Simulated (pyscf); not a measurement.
HO–AsH–OH (SMILES O[AsH]O) + H₂O (SMILES O) → HO–AsH–OH (SMILES O[AsH]O) + H₂O (SMILES O) (four-centre exchange; singlet surface; H–O, H–O broken, H–O, H–O formed). Optimised with ωB97X-D3(BJ)/def2-SVP in PySCF. Energies in kcal/mol from the separated reactants.

```
level                      barrier  reaction energy
----------------------  ----------  ---------------
ωB97X-D3(BJ)/def2-TZVP  (withheld)              0.0
r²SCAN/def2-TZVP              34.7              0.0
PBE0-D3(BJ)/def2-TZVP         36.0              0.0
M06-2X/def2-TZVP              38.2              0.0
ωB97M-D3(BJ)/def2-TZVP  (withheld)              0.0
HF/def2-TZVP                  59.1              0.0
```

**Question.** Fill in the missing entries.

**Answer.** 
- ωB97X-D3(BJ)/def2-TZVP, barrier: 40.0
- ωB97M-D3(BJ)/def2-TZVP, barrier: 39.1

The functionals in the table span 5.2 kcal/mol in this barrier, from r²SCAN to ωB97X-D3(BJ). On the reactant side the descent ends in a bound adduct (not fully relaxed), 8.7 kcal/mol under the separated species and 48.7 kcal/mol under the saddle at ωB97X-D3(BJ)/def2-TZVP. On the product side the descent ends in a complex, 7.2 kcal/mol under the separated species and 47.2 kcal/mol under the saddle at ωB97X-D3(BJ)/def2-TZVP. One saddle was located; it need not be the lowest between these sides. Elements up to Kr have no core potential and no relativistic terms here.
